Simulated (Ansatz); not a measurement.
Frontier orbitals of C5H13P (`CCP(C)CC`).

Total charge 0; spin multiplicity 1. The structure was optimised at the PBE0-D4/def2-TZVP level. It is one conformer, not always the lowest. Basis def2-TZVPP, Ansatz 0.2.0.

```tsv
functional	HOMO (eV)	LUMO (eV)	gap (eV)
PBE	-5.06	0.22	5.28
B97M-V	-5.36	0.33	5.69
PBE0	-6.17	1.03	7.20
BHLYP	-7.20	1.67	8.87
ωB97M-V	-8.35	2.50	10.85
```

Against PBE, PBE0 changes HOMO and LUMO by −1.11 and +0.81 eV, ωB97M-V by −3.29 and +2.27 eV. A gap of 5.29 eV thus becomes 10.85 eV for the same molecule, so an orbital gap means little without its functional. A positive LUMO is unbound and depends on the basis.
